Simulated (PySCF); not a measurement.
## cyclobutanone: calculation against experiment

**The experiment to reproduce.**

NIST CCCBDB Release 22 (SRD 101), experimental dipoles lists, for the gas: dipole moment (microwave Stark effect) 2.99 D.

The runs below try to reproduce these values; the comparison stands at the end.

Species: cyclobutanone, C₄H₆O.
Numbering: `[O:1]=[C:2]1[CH2:3][CH2:4][CH2:5]1` (hydrogens: H6, H7 on C3; H8, H9 on C4; H10, H11 on C5)

Structure used (PBE0-D3(BJ)/def2-TZVP), in Å, numbered top down from 1:
```xyz
11
C4H6O angstrom
O      0.0287   -1.8417   -1.4545
C      0.0138   -0.9180   -0.7005
C     -1.0926   -0.0258   -0.1469
C      0.0002    0.8128    0.5596
C      1.0973   -0.1573    0.0573
H     -1.6883    0.4776   -0.9111
H     -1.7728   -0.5637    0.5181
H      0.0974    1.8241    0.1668
H     -0.0970    0.8687    1.6427
H      1.8796    0.2630   -0.5779
H      1.5731   -0.7653    0.8307
```

The PySCF runs (gas phase, on this PBE0-D3(BJ)/def2-TZVP geometry; no spin–orbit coupling):

| level | job | basis functions |
| --- | --- | --- |
| PBE0-D3(BJ)/def2-TZVP, grid level 2 | geometry optimisation from a GFN2-xTB start shaken at random | 191 |
| PBE0/pcSseg-2 | shieldings, ring-centre shieldings, charges and field gradients | 264 |
| CAM-B3LYP/aug-cc-pVTZ | 10 singlets by full TDDFT, 4 Tamm–Dancoff triplets, polarisability | 368 |
| PBE0/aug-cc-pVTZ | 10 singlets by full TDDFT, 4 Tamm–Dancoff triplets, polarisability, dynamic polarisability | 368 |
| wB97X-D/aug-cc-pVTZ | 10 singlets by full TDDFT, 4 Tamm–Dancoff triplets, polarisability, ΔSCF ions | 368 |
| B3LYP/pcJ-2 | spin–spin couplings from 10 perturbed nuclei, spin–dipole term left out | 399 |
| B97-2/pcJ-2 | spin–spin couplings from 10 perturbed nuclei, spin–dipole term left out | 399 |
| PBE0/pcJ-2 | spin–spin couplings from 10 perturbed nuclei, spin–dipole term left out | 399 |

Results beside the measurements:

**Dipole moment.** Measured: 2.99 D (NIST CCCBDB Release 22 (SRD 101), experimental dipoles).

```
                level  computed (D)  computed − measured (D)  % (from the printed values)
PBE0-D3(BJ)/def2-TZVP          2.98                    -0.01                            0
        PBE0/pcSseg-2          3.04                    +0.05                           +2
CAM-B3LYP/aug-cc-pVTZ          3.14                    +0.15                           +5
     PBE0/aug-cc-pVTZ          3.05                    +0.06                           +2
  wB97X-D/aug-cc-pVTZ          3.09                    +0.10                           +3
          B3LYP/pcJ-2          3.04                    +0.05                           +2
          B97-2/pcJ-2          3.02                    +0.03                           +1
           PBE0/pcJ-2          3.04                    +0.05                           +2
```

Closest is PBE0-D3(BJ)/def2-TZVP (-0.01 D), furthest CAM-B3LYP/aug-cc-pVTZ (+0.15 D); one molecule doesn't rank methods. The computed dipoles belong to one fixed geometry; measured ones are averaged over vibrations unless marked μe. Magnitudes are compared, not signs.

No measured geometry was used, and the causes of the misses weren't examined.
